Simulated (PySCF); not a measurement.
Atom-mapped SMILES (the numbers label the heavy atoms): `[CH2:1]=[CH:2][N:3]=[C:4]=[O:5]`; H(Xn) means a hydrogen on atom n. Ha(C1) is cis to N3; Hb(C1) is trans to N3.

Geometry: PBE0-D3(BJ)/def2-SVP; GIAO shifts from PySCF, gas phase, non-relativistic, averaged over equivalent atoms.

At PBE0/aug-cc-pVDZ (142 basis functions, 8.2 s wall time on 1 thread of an Arm Neoverse V2, shared host):
```json
{"atoms": "C2", "δ (ppm)": "125.4"}
{"atoms": "C4", "δ (ppm)": "123.3"}
{"atoms": "C1", "δ (ppm)": "113.9"}
{"atoms": "N3", "δ (ppm)": "57.6"}
{"atoms": "O5", "δ (ppm)": "148.3"}
{"atoms": "H(C2)", "δ (ppm)": "5.86"}
{"atoms": "Hb(C1)", "δ (ppm)": "5.44"}
{"atoms": "Ha(C1)", "δ (ppm)": "5.40"}
```

δ = σ(ref) − σ, references computed at the same level: $^{13}$C (σ = 195.12 ppm), $^{1}$H (σ = 31.39 ppm) vs TMS; NH3 for $^{15}$N (σ = 269.84 ppm); H2O for $^{17}$O (σ = 335.91 ppm).

Estimate the result of repeating the calculation with PBE0/IGLO-III.

Results:


```tsv
atoms	δ at PBE0/IGLO-III	change
C2	134.8	+9.4
C4	127.3	+4.0
C1	123.3	+9.4
N3	59.6	+2.0
O5	158.6	+10.3
H(C2)	5.73	-0.13
Hb(C1)	5.32	-0.12
Ha(C1)	5.31	-0.09
```

References, each an isolated molecule treated in the same way: TMS for $^{13}$C (183.78 ppm), $^{1}$H (31.37 ppm); $^{15}$N (260.55 ppm) vs NH3; $^{17}$O (327.19 ppm) vs H2O.

The largest change is at O5 (carbonyl oxygen). Cost: 205 basis functions, 12 s wall time on 1 thread of an Arm Neoverse V2, shared host. The order of the carbon signals is the same at both levels.

Experimental scales use liquid or dissolved standards, which lie at an offset from isolated NH3 (liquid NH3: subtract about 20 ppm) and H2O (liquid H2O: subtract about 36 ppm).
